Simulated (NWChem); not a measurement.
Isomers of C$_{4}$H$_{5}$N, each optimised at PBE0/def2-SVP with NWChem, gas phase unless a solvent is named. Flexible species stand in one conformer each, which need not be the lowest. 

A: C#C/C=N/C
B: C/C=C/C#N
C: C1=CCN=C1
D: c1cc[nH]c1

Q: Rank them by SMD solvation free energy in toluene, PBE0/def2-SVP (kcal/mol), lowest first.

A: D (-6.1), C (-5.0), B (-4.5), A (-3.7)
